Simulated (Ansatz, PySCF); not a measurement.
CHO, SMILES [CH]=O (connectivity only; charge and spin as stated), charge +1, multiplicity 1.

Coordinates come from a r2SCAN-D4/def2-TZVPD optimisation. The isomer is the one that the SMILES or the coordinates give; other isomers of the formula were not compared.

Vertical ionisation energy (IE) and electron affinity (EA) in eV. Rows of orbital energies are one-electron estimates. Where ΔSCF, EOM or ADC give a negative EA the extra electron is unbound and the value depends on the basis.

```json
[
 {"level": "−ε(HOMO), −ε(LUMO), CAM-B3LYP/def2-TZVPD (PySCF)", "IE": "24.39", "EA": "8.86"},
 {"level": "−ε(HOMO), −ε(LUMO), ωB97X/def2-TZVPD (PySCF)", "IE": "25.43", "EA": "7.54"},
 {"level": "−ε(HOMO), −ε(LUMO), PBE/def2-TZVPD (PySCF)", "IE": "21.21", "EA": "11.47"},
 {"level": "EOM-CCSD/aug-cc-pVDZ (PySCF)", "IE": "26.62", "EA": "6.33"},
 {"level": "ADC(2)/aug-cc-pVDZ (PySCF)", "IE": "26.03", "EA": "6.41"},
 {"level": "ΔSCF, PBE0/def2-TZVPD (Ansatz), final states of multiplicity 2 and 2", "IE": "26.63", "EA": "6.96"},
 {"level": "ΔSCF, PBE/def2-TZVPD (Ansatz), final states of multiplicity 2 and 2", "IE": "26.88", "EA": "6.88"}
]
```

What vertical singlet–triplet gap does ΔSCF give with PBE0/def2-TZVPD (Ansatz, a quantum-chemistry and plane-wave program) and with PBE/def2-TZVPD (Ansatz)? (Estimate from the structure and the level; the computed values follow.)

8.01 and 8.39 eV (triplet above singlet where positive).

Computed lowest 1s main lines (those of the lightest heavy element) from CVS-ADC(2)-x/aug-cc-pVDZ (PySCF, non-relativistic), with pole strengths:
308.9 eV (1.55).

Beyond the first one, list the lowest photoelectron lines from ADC(2)/aug-cc-pVDZ (PySCF) with their pole strengths (two spins summed). (Estimate from the structure and the level; the computed values follow.)

26.21 eV (1.72), 30.90 eV (1.82), 46.18 eV (1.55).
